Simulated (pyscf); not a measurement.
Thermochemistry of product channels of :Ge=Se [singlet] + hydrogen chloride (HCl) on the singlet surface, in kcal/mol, from CCSD(T)/def2-TZVPP + ΔMP2(QZVPP) energies (ideal gas, 1 atm, RRHO with modes under 100 cm⁻¹ raised to 100, one conformer, R ln 2 for chiral ones without a mode under 150 cm⁻¹). PySCF, gas phase, ωB97X-D3(BJ)/def2-SVP geometries. MP2 and CC: frozen core, UHF for open shells. ΔMP2 is the change of the MP2 total energy from the triple- to the quadruple-zeta basis.

| products | ΔE | ΔH(298 K) | ΔG(298 K) | ΔG(1200 K) |
|---|---|---|---|---|
| Cl–Ge:–SeH [singlet] | -18.6 | -18.1 | -10.0 | +13.8 |
| Cl–GeH=Se | -8.6 | -8.2 | +0.4 | +26.0 |

The channel to Cl–Ge:–SeH [singlet] turns unfavourable between 298 and 1200 K (ΔG from -10.0 kcal/mol to +13.8 kcal/mol).

These are energies of the channels, which say nothing of barriers. The CCSD(T) − MP2 part came from Ansatz, without density fitting, on the same reference. The frozen core leaves the outer d or s,p core shells of the metals and heavy elements correlated in the MP2 and CC values, and def2-TZVPP describes them poorly, which can shift differences by a few kcal/mol. Elements up to Kr have no core potential and no relativistic terms here.
